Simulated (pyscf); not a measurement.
# Four-centre exchange: InH₃ + HCl -> Cl–InH₂ + H₂

Gas phase, singlet surface, charge 0. Bonds broken: In1–H2, Cl5–H6. Bonds formed: In1–Cl5, H2–H6. Optimised with ωB97X-D3(BJ)/def2-SVP in PySCF.

Transition state (Å):

```xyz
6

In    -1.3179    -0.7066    -0.2076
H     -0.7730     0.2968     1.2965
H     -0.0954    -1.8041    -0.6597
H     -3.0021    -0.5724    -0.4288
Cl    -0.3324     1.7339    -0.8161
H     -0.4878     1.1128     0.5355
```

One imaginary mode, 1038i cm⁻¹; descent along it reached the two sides named, in the forms told below.

| bond | change | reactant side (Å) | saddle | product side |
|---|---|---|---|---|
| In1–H2 | breaks | 1.738 | 1.888 | 2.7 |
| Cl5–H6 | breaks | 1.287 | 1.496 | 3.1 |
| In1–Cl5 | forms | 2.9 | 2.7 | 2.361 |
| H2–H6 | forms | 2.8 | 1.152 | 0.763 |

Electronic energies relative to the separated reactants (kcal/mol):

```tsv
level	barrier	reaction energy	reverse barrier
ωB97X-D3(BJ)/def2-TZVP	-0.1	-30.2	30.1
PBE/def2-TZVP	-3.2	-27.2	24.0
r²SCAN/def2-TZVP	-3.5	-29.0	25.5
B3LYP-D3(BJ)/def2-TZVP	0.3	-28.2	28.5
PBE0-D3(BJ)/def2-TZVP	-1.5	-27.2	25.7
M06-2X/def2-TZVP	-0.8	-31.9	31.1
ωB97M-D3(BJ)/def2-TZVP	3.4	-26.2	29.6
HF/def2-TZVP	15.6	-26.9	42.5
```

With ωB97M-D3(BJ)/def2-TZVP energies and thermal terms (ideal gas, 1 atm, RRHO with modes under 100 cm⁻¹ raised to 100, one conformer, R ln 2 for chiral ones without a mode under 150 cm⁻¹), in kcal/mol:

```
T (K)  ΔH‡   ΔG‡     ΔH     ΔG
-----  ---  ----  -----  -----
298    3.1  11.7  -26.3  -25.6
600    2.8  20.7  -25.7  -25.2
900    3.0  29.6  -25.4  -25.0
1200   3.4  38.5  -25.3  -24.8
```

On the reactant side the descent ends in an adduct with a Cl–In contact, 7.4 kcal/mol under the separated species and 7.3 kcal/mol under the saddle at ωB97X-D3(BJ)/def2-TZVP. At PBE, r²SCAN, PBE0-D3(BJ), M06-2X the saddle lies under the separated reactants, which points to a path from their complex (located at ωB97X-D3(BJ) alone). What is counted as formed (Cl–In) is already present as a longer contact in the reactant adduct; forming that adduct is a step of its own. One saddle was located; it need not be the lowest between these sides. Elements past Kr carry the def2 core potentials, without spin-orbit coupling.
